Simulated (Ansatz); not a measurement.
A series at Si: from trimethylsilane, ligands are replaced one by one, each step taking up H₂ and setting free CH₄; n counts the steps. Ansatz, PBE0-D4/def2-TZVP geometries.

```
n      molecule  HOMO energy, ωB97M-V/def2-TZVPP (eV)
0  `C[SiH](C)C`                                     ?
1    `C[SiH2]C`                                -11.08
2     `C[SiH3]`                                -11.49
3          SiH₄                                -12.14
```

By hand: fit a straight line y = ȳ + b (n − n̄) to the 3 given rows and predict n = 0.

n̄ = 2.000, ȳ = -11.570; Σ(n − n̄)(y − ȳ) = -1.060, Σ(n − n̄)² = 2.000, so b = -0.530 eV a step. Prediction: -11.570 + (-0.530) × (-2.000) = -10.51 eV.

By hand: compare with the computed value, -10.80 eV, and give the steps along the whole series.

The line misses by -0.29 eV (computed minus predicted). Steps: -0.28, -0.41, -0.65 eV.

The steps grow at each stage, from -0.28 to -0.65 eV, so the series is curved and an end member is harder to predict than an inner one. The highest orbital can change its character along such a series. The miss is 21.6 % of the series' range.
